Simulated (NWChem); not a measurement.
# One shape, several levels: AlH2F (SMILES [H][Al]([H])[F])

We compute a comparison of 6 runs (HF/STO-3G, HF/def2-SVP, HF/pcseg-2, B3LYP/6-31G*, TPSSh/6-31+G*) of AlH2F. 

The calculation is run with NWChem 7.3.0.

### Step 1. The system as given

AlH2F has 4 atoms, charge 0, and is taken as a singlet. As SMILES, `[H][Al]([H])[F]`. The shape comes from GFN2-xTB, which is rough for such elements, and wasn't checked as a minimum.

Bond lengths: Al1–F4 1.642 Å, Al1–H2 1.528 Å, Al1–H3 1.528 Å. Angles: H2–Al1–F4 119.2°, H3–Al1–F4 119.2°, H2–Al1–H3 121.7°.

### Step 2. Energy and gradient at HF/STO-3G (run 1)

Contents of mymol.nw:

```
start mymol
memory stack 880 mb heap 220 mb global 1100 mb
charge 0

geometry units angstroms noautosym nocenter noautoz
 Al     0.019600     0.032680     0.000940
 H      1.546910    -0.017870     0.014080
 H     -0.738990     1.358820    -0.019420
 F     -0.827520    -1.373630     0.004400
end

basis "ao basis" spherical bse
 * library STO-3G
end

scf
 thresh 1e-08
 maxiter 80
 print medium
end

task scf gradient
```

On the command line:

```bash
$ nwchem mymol.nw > mymol.out
```

What it wrote:

```text
[...]
  functions       =    16
[...]
  wavefunction    = RHF
[...]
         Total SCF energy =   -338.234252340610
      One-electron energy =   -576.163277381191
      Two-electron energy =    187.530807817490
 Nuclear repulsion energy =     50.398217223090
        Time for solution =      0.2s
[...]
                         RHF ENERGY GRADIENTS
    atom               coordinates                        gradient
                 x          y          z           x          y          z
   1 Al      0.037039   0.061756   0.001776   -0.002627  -0.004154   0.000277
   2 H       2.923236  -0.033769   0.026607    0.026836   0.001280   0.000144
   3 H      -1.396489   2.567797  -0.036698   -0.011354   0.024212  -0.000415
   4 F      -1.563786  -2.595784   0.008315   -0.012855  -0.021338  -0.000006
[...]
```

It took 0.82 s on 1 thread of Intel Xeon 6975P-C (Granite Rapids), shared host; peak memory 0.099 GiB.

### Step 3. Energy and forces at HF/def2-SVP (run 2)

Contents of run.py:

```python
from ase import Atoms
from ase.calculators.nwchem import NWChem

system = Atoms(['Al', 'H', 'H', 'F'], positions=[
    [0.019600, 0.032680, 0.000940],
    [1.546910, -0.017870, 0.014080],
    [-0.738990, 1.358820, -0.019420],
    [-0.827520, -1.373630, 0.004400],
])

calc = NWChem(
    label='job',
    theory='scf',
    memory='2200 mb',
    basis='def2-SVP',
    basispar='spherical bse',
    scf={'nopen': '0', 'rhf': None, 'thresh': '1e-08', 'maxiter': '80'},
)
system.calc = calc

forces = system.get_forces()
print(f"energy = {system.get_potential_energy():.6f} eV")
print("forces (eV/A):")
for s, f in zip(system.symbols, forces):
    print(f"{s:2s} {f[0]:10.5f} {f[1]:10.5f} {f[2]:10.5f}")
print("dipole (e A):", system.get_dipole_moment().round(4))
```

On the command line:

```bash
$ export ASE_NWCHEM_COMMAND="nwchem PREFIX.nwi > PREFIX.nwo"
$ python run.py
```

What it wrote:

```text
energy = -9317.688980 eV
forces (eV/A):
Al   -0.00262   -0.01296   -0.00746
H     0.68098   -0.16707    0.01039
H    -0.46856    0.52831   -0.00648
F    -0.20975   -0.34833    0.00355
dipole (e A): [0.1455 0.2418 0.0012]
```

The calculator wrote job.nwi:

```
title "job"

permanent_dir job

scratch_dir job

start job

geometry units angstrom nocenter noautosym noautoz
  Al 1.9599999999999999e-02 3.2680000000000001e-02 9.3999999999999997e-04
  H  1.5469100000000000e+00 -1.7870000000000000e-02 1.4080000000000001e-02
  H  -7.3899000000000004e-01 1.3588199999999999e+00 -1.9420000000000000e-02
  F  -8.2752000000000003e-01 -1.3736299999999999e+00 4.4000000000000003e-03
end

memory 2200 mb

basis spherical bse noprint
   * library def2-SVP
end

scf
  nopen 0
  rhf
  thresh 1e-08
  maxiter 80
end

task scf gradient
```

job.nwo:

```text
Northwest Computational Chemistry Package (NWChem) 7.3.0
             --------------------------------------------------------

           Job information
           ---------------

    nwchem branch   = 7.3.0
    use scalapack   = T
    input           = job.nwi
    prefix          = job.
    data base       = job/job.db
    status          = startup
    nproc           =        1

           Memory information
           ------------------

    heap     =     72089596 doubles =      550.0 Mbytes
    stack    =     72089601 doubles =      550.0 Mbytes
    global   =    144179200 doubles =     1100.0 Mbytes (distinct from heap & stack)
    total    =    288358397 doubles =     2200.0 Mbytes
    verify   = yes
    hardfail = no

[... 121 lines left out ...]
 Convergence threshold     :          1.000E-08
[... 12 lines left out ...]
       Final RHF  results
[... 3 lines left out ...]
      One-electron energy =   -578.208898418590
[... 1 line left out ...]
 Nuclear repulsion energy =     50.398217223090
[... 30 lines left out ...]
                       ROHF Final Molecular Orbital Analysis
[... 187 lines left out ...]
  wavefunction    =   RHF

                         RHF ENERGY GRADIENTS

    atom               coordinates                        gradient
                 x          y          z           x          y          z
   1 Al      0.037039   0.061756   0.001776    0.000051   0.000252   0.000145
   2 H       2.923236  -0.033769   0.026607   -0.013243   0.003249  -0.000202
   3 H      -1.396489   2.567797  -0.036698    0.009112  -0.010274   0.000126
   4 F      -1.563786  -2.595784   0.008315    0.004079   0.006774  -0.000069

                 ----------------------------------------
                 |  Time  |  1-e(secs)   |  2-e(secs)   |
                 ----------------------------------------
                 |  CPU   |       0.00   |       0.27   |
                 ----------------------------------------
                 |  WALL  |       0.00   |       0.27   |
                 ----------------------------------------

 Task  times  cpu:        1.1s     wall:        1.1s
 Total times  cpu:        1.2s     wall:        1.2s
```

It took 2.1 s on 1 thread of Intel Xeon 6975P-C (Granite Rapids), shared host; peak memory 0.1 GiB.

### Step 4. Energy and gradient at HF/pcseg-2 (run 3)

Contents of mol.nw:

```
echo
start mol
title "AlFH2"
memory stack 880 mb heap 220 mb global 1100 mb
charge 0

geometry noautosym nocenter noautoz
Al    0.019600    0.032680    0.000940
H     1.546910   -0.017870    0.014080
H    -0.738990    1.358820   -0.019420
F    -0.827520   -1.373630    0.004400
end

basis spherical bse
* library pcseg-2
end

scf
singlet
rhf
thresh 1e-08
maxiter 80
end

task scf gradient
```

On the command line:

```bash
$ nwchem mol.nw > mol.out
```

What it wrote:

```text
[...]
  functions       =    92
[...]
  wavefunction    = RHF
[...]
         Total SCF energy =   -342.628728362542
      One-electron energy =   -578.811437034997
      Two-electron energy =    185.784491449365
 Nuclear repulsion energy =     50.398217223090
        Time for solution =      9.8s
[...]
                         RHF ENERGY GRADIENTS
    atom               coordinates                        gradient
                 x          y          z           x          y          z
   1 Al      0.037039   0.061756   0.001776    0.008086   0.013587   0.000106
   2 H       2.923236  -0.033769   0.026607   -0.011909   0.003048  -0.000186
   3 H      -1.396489   2.567797  -0.036698    0.008311  -0.009186   0.000111
   4 F      -1.563786  -2.595784   0.008315   -0.004488  -0.007449  -0.000032
[...]
```

Run time: 14 s. Hardware: 1 thread of Intel Xeon 6975P-C (Granite Rapids), shared host; peak memory 0.11 GiB.

Runs 4 to 5 aren't shown in full; the table further down has their settings and results.

### Step 5. Energy and gradient at TPSSh/6-31+G(d) (spherical functions) (run 6)

Contents of run.py:

```python
from ase import Atoms
from ase.calculators.nwchem import NWChem

molecule = Atoms(['Al', 'H', 'H', 'F'], positions=[
    [0.019600, 0.032680, 0.000940],
    [1.546910, -0.017870, 0.014080],
    [-0.738990, 1.358820, -0.019420],
    [-0.827520, -1.373630, 0.004400],
])

calc = NWChem(
    label='alfh2',
    theory='dft',
    memory='2200 mb',
    basis='6-31+G*',
    basispar='spherical bse',
    dft={'xc': 'xctpssh', 'mult': '1', 'grid': 'xfine', 'convergence': 'energy 1e-08', 'iterations': '100', 'mulliken': None},
)
molecule.calc = calc

forces = molecule.get_forces()
print("Total energy (eV):", round(molecule.get_potential_energy(), 6))
print("forces (eV/A):")
for s, f in zip(molecule.symbols, forces):
    print(f"{s:2s} {f[0]:10.5f} {f[1]:10.5f} {f[2]:10.5f}")
print("dipole (e A):", molecule.get_dipole_moment().round(4))
```

On the command line:

```bash
$ export ASE_NWCHEM_COMMAND="nwchem PREFIX.nwi > PREFIX.nwo"
$ python run.py
```

What it wrote:

```text
Total energy (eV): -9347.807664
forces (eV/A):
Al    0.28673    0.46758   -0.00674
H     0.82250   -0.16805    0.01106
H    -0.53556    0.65280   -0.00890
F    -0.57366   -0.95234    0.00458
dipole (e A): [0.1416 0.2353 0.0009]
```

The calculator wrote alfh2.nwi:

```
title "alfh2"

permanent_dir alfh2

scratch_dir alfh2

start alfh2

geometry units angstrom nocenter noautosym noautoz
  Al 1.9599999999999999e-02 3.2680000000000001e-02 9.3999999999999997e-04
  H  1.5469100000000000e+00 -1.7870000000000000e-02 1.4080000000000001e-02
  H  -7.3899000000000004e-01 1.3588199999999999e+00 -1.9420000000000000e-02
  F  -8.2752000000000003e-01 -1.3736299999999999e+00 4.4000000000000003e-03
end

memory 2200 mb

basis spherical bse noprint
   * library 6-31+G*
end

dft
  xc xctpssh
  mult 1
  grid xfine
  convergence energy 1e-08
  iterations 100
  mulliken
end

task dft gradient
```

alfh2.nwo:

```text
Northwest Computational Chemistry Package (NWChem) 7.3.0
             --------------------------------------------------------

           Job information
           ---------------

    nwchem branch   = 7.3.0
    use scalapack   = T
    input           = alfh2.nwi
    prefix          = alfh2.
    data base       = alfh2/alfh2.db
    status          = startup
    nproc           =        1

           Memory information
           ------------------

    heap     =     72089596 doubles =      550.0 Mbytes
    stack    =     72089601 doubles =      550.0 Mbytes
    global   =    144179200 doubles =     1100.0 Mbytes (distinct from heap & stack)
    total    =    288358397 doubles =     2200.0 Mbytes
    verify   = yes
    hardfail = no

[... 92 lines left out ...]
  convergence criterion.
[... 38 lines left out ...]
          Spatial weights used:  Erf1
[... 69 lines left out ...]
         Total DFT energy =     -343.525598261293
[... 3 lines left out ...]
 Nuclear repulsion energy =       50.398217223090
[... 390 lines left out ...]
          Convergence on gradient requested:  5.00D-04
[... 25 lines left out ...]
          total energy or number of iterations.
[... 26 lines left out ...]
                         DFT ENERGY GRADIENTS

    atom               coordinates                        gradient
                 x          y          z           x          y          z
   1 Al      0.037039   0.061756   0.001776   -0.005576  -0.009093   0.000131
   2 H       2.923236  -0.033769   0.026607   -0.015995   0.003268  -0.000215
   3 H      -1.396489   2.567797  -0.036698    0.010415  -0.012695   0.000173
   4 F      -1.563786  -2.595784   0.008315    0.011156   0.018520  -0.000089

                 ----------------------------------------
                 |  Time  |  1-e(secs)   |  2-e(secs)   |
                 ----------------------------------------
                 |  CPU   |       0.00   |       0.74   |
                 ----------------------------------------
                 |  WALL  |       0.00   |       0.74   |
                 ----------------------------------------

 Task  times  cpu:        6.5s     wall:        6.5s
 Total times  cpu:        6.5s     wall:        6.5s
```

Run time: 7.8 s. Hardware: 1 thread of Intel Xeon 6975P-C (Granite Rapids), shared host; peak memory 0.12 GiB.

### Step 6. The series

| run | level | iteration cap | module | energy (Eh) | dipole moment (D) | HOMO energy (eV) | LUMO energy (eV) | wall time |
| --- | --- | --- | --- | --- | --- | --- | --- | --- |
| 1 | HF/STO-3G | 80 | scf | -338.234252 | 0.72 | -8.93 | 9.27 | 0.82 s |
| 2 | HF/def2-SVP | 80 | scf | -342.418757 | 1.36 | -12.12 | 1.50 | 2.1 s |
| 3 | HF/pcseg-2 | 80 | scf | -342.628728 | 1.42 | -12.14 | 1.01 | 14 s |
| 4 | B3LYP/6-31G* (spherical functions) | 100 | dft | -343.524997 | 1.09 | -8.47 | -1.38 | 4.5 s |
| 5 | B3LYP/6-31G* (Cartesian functions) | 100 | dft | -343.527938 | 1.09 | -8.46 | -1.38 | 4.5 s |
| 6 | TPSSh/6-31+G* (spherical functions) | 100 | dft | -343.525598 | 1.32 | -8.29 | -1.65 | 7.8 s |

### Step 7. Summary of results

| quantity | value |
| --- | --- |
| run 6: total energy | -343.52560 Eh |
| run 6: dipole moment | 1.32 D |
| run 6: HOMO energy | -8.29 eV |
| run 6: LUMO energy | -1.65 eV |
| run 6: HOMO–LUMO gap | 6.64 eV |
| run 6: largest force on an atom | 1.112 eV/Å |

**Reading.** The dipole moment (its size) runs from 0.72 D (HF/STO-3G) to 1.42 D (HF/pcseg-2). The HOMO–LUMO gap runs from 6.64 eV (TPSSh/6-31+G*) to 18.20 eV (HF/STO-3G). The two ends differ in method and basis. Totals of different functionals can't be ranked against each other. In run 1 the basis is minimal, so the values are rough. All runs together took 34 s, the longest 14 s.
